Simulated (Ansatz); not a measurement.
Geometry optimisation, Ansatz 0.2.0, UKS PBE0-D4/def2-SVP.

The input (input.yaml):

```yaml
crystal:
  periodic: [false, false, false]
  atoms:
    - { symbol: "N", position_ang: [0.4906, -1.2007, 1.6079] }
    - { symbol: C, position_ang: [0.1632, -0.5055, 0.6739] }
    - { symbol: C, position_ang: [-0.1617, 0.334, -0.4814] }
    - { symbol: O, position_ang: [-1.1195, 0.2769, -1.0731] }
    - { symbol: H, position_ang: [0.6773, 1.0216, -0.7687] }
magnetization:
  spin_polarized: true
basis:
  gaussian: { orbitals: def2-SVP }
hamiltonian:
  xc: pbe0
  dispersion: d4
relax:
  f_tol: 0.02
  max_steps: 50
output:
  orbitals: {}
```

Run as:

```bash
$ ansatz run input.yaml --threads 1 --pin off --max-ram 2048MiB --backend cpu --events-out ev --progress --plain --runs-dir out
```

Problem. Where does it end, and by what steps?

Solution. It converged. After 7 steps the energy has fallen by 0.421 eV; O4 moved furthest, 0.05 Å.

```
step  energy less start (eV)  largest force component (eV/Å)  accepted
   0                  0.0000                           6.980       yes
   1                  0.0190                           3.261        no
   2                 -0.3127                           1.902       yes
   3                 -0.3912                           1.111       yes
   4                 -0.4197                           0.118       yes
   5                 -0.4207                           0.061       yes
   6                 -0.4208                           0.029       yes
   7                 -0.4208                           0.002       yes
```

```xyz
5
Properties=species:S:1:pos:R:3
N 0.458 -1.184 1.587
C 0.194 -0.521 0.676
C -0.124 0.331 -0.481
O -1.171 0.269 -1.057
H 0.693 1.032 -0.766
```

Whether the end is a true minimum wasn't checked by a vibrational analysis.

Run time: 20 s on 1 thread of Arm Neoverse V2, with other jobs on the host, peak memory 0.14 GiB.
